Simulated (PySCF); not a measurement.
# Orbital energies, ionisation energy and electron affinity

Compound: carbon trimer, C3 (singlet state).
Z-matrix (Å and degrees, PBE0-D3(BJ)/def2-TZVP geometry), rows numbered from 1:
```
C 
C   1  1.2883
C   2  1.2883  1  177.58
```

Level: wB97X-D/aug-cc-pVTZ (PySCF). Frontier orbitals with their largest atomic shares (Löwdin; up to four atoms above 4 %):

```tsv
orbital	ε (eV)	main atoms
HOMO−3	-12.58	C3 38 %, C1 38 %, C2 25 %
HOMO−2	-12.54	C2 47 %, C3 26 %, C1 26 %
HOMO−1	-12.53	C2 39 %, C3 31 %, C1 31 %
HOMO	-11.60	?
LUMO	-2.70	C3 40 %, C1 40 %, C2 20 %
LUMO+1	-2.70	C3 40 %, C1 40 %, C2 20 %
LUMO+2	1.75	C3 39 %, C1 39 %, C2 22 %
```

Question: What vertical ionisation energy does ΔSCF give, and how far is −ε(HOMO) from it?

Answer: ΔSCF: 12.52 eV (1208 kJ/mol; threshold wavelength 99.0 nm); ⟨S²⟩ of the doublet left behind is 0.759, against 0.75 for a pure doublet. −ε(HOMO) is 11.60 eV, 0.92 eV below it. For the exact functional −ε(HOMO) would equal the first vertical ionisation energy; wB97X-D (range-separated hybrid) falls short of its own ΔSCF value by 7 %.

Question: On which atoms does the HOMO lie?

Answer: C1 (carbon bonded to C) 42 %, C3 (carbon bonded to C) 42 %, C2 (central carbon of cumulated double bonds) 15 %. The HOMO−1 lies 0.93 eV lower.

Question: And the vertical electron affinity, the fundamental gap, Mulliken's electronegativity and the hardness (with the factor ½)?

Answer: EA = 2.18 eV by ΔSCF (−ε(LUMO) = 2.70 eV). IE − EA = 10.34 eV against an orbital gap of 8.90 eV; (IE + EA)/2 = 7.35 eV; (IE − EA)/2 = 5.17 eV.

Question: What total energies stand behind the ΔSCF value?

Answer: E(N) = -114.02781 Eh and E(N − 1) = -113.56755 Eh at the same geometry, 0.46026 Eh apart. With one more electron, E(N + 1) = -114.10795 Eh.

Question: How many of the 10 lowest singlet excitations (vertical TDDFT, same level) lie below the ionisation energy?

Answer: All 10; they run from 3.51 to 9.69 eV.

Question: What kinetic energy would electrons from this vertical process carry with Lyman-α light (10.199 eV)?

Answer: The photon is 2.32 eV short of the vertical value.

Isolated species at its PBE0-D3(BJ)/def2-TZVP geometry, gas phase.

wB97X-D is run here without its empirical dispersion term; that term would change no orbital, density or response property at a fixed geometry.
